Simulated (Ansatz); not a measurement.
Si, pressure series

Start from Si in the diamond structure (space group Fd-3m, No. 227; a = 5.402 Å).

Cell and atoms are relaxed at each pressure.

All numbers come from Kohn–Sham DFT with the LDA functional, run in Ansatz (an electronic-structure program) with PAW and 420 eV plane waves, spin-orbit coupling left out.

```json
[
 {"P (GPa)": "-1.99", "V (Å³/atom)": "20.135"},
 {"P (GPa)": "-0.99", "V (Å³/atom)": "19.913"},
 {"P (GPa)": "0.90", "V (Å³/atom)": "19.525"},
 {"P (GPa)": "2.10", "V (Å³/atom)": "19.299"},
 {"P (GPa)": "4.51", "V (Å³/atom)": "18.881"},
 {"P (GPa)": "8.98", "V (Å³/atom)": "18.210"},
 {"P (GPa)": "15.00", "V (Å³/atom)": "17.461"},
 {"P (GPa)": "22.49", "V (Å³/atom)": "16.697"}
]
```

A third-order Birch–Murnaghan fit to these points gives V₀ = 19.71 Å³/atom, B₀ = 97 GPa and B₀′ = 4.1. At pressure 22.5 GPa the volume is 84.7 % of V₀.

Measured bulk modulus of Si: 100.8 GPa (static lattice; corrected from measurement; as listed in Jianwei Sun et al., Physical Review B (2011)); the computed value is 4 % below it.

Load acts through the strain it causes; cell and atoms are relaxed under it. Stability against distortions was not tested. Measured, Si leaves this structure (for the β-tin structure) near 12 GPa (room temperature; as listed in arXiv:1906.07825).
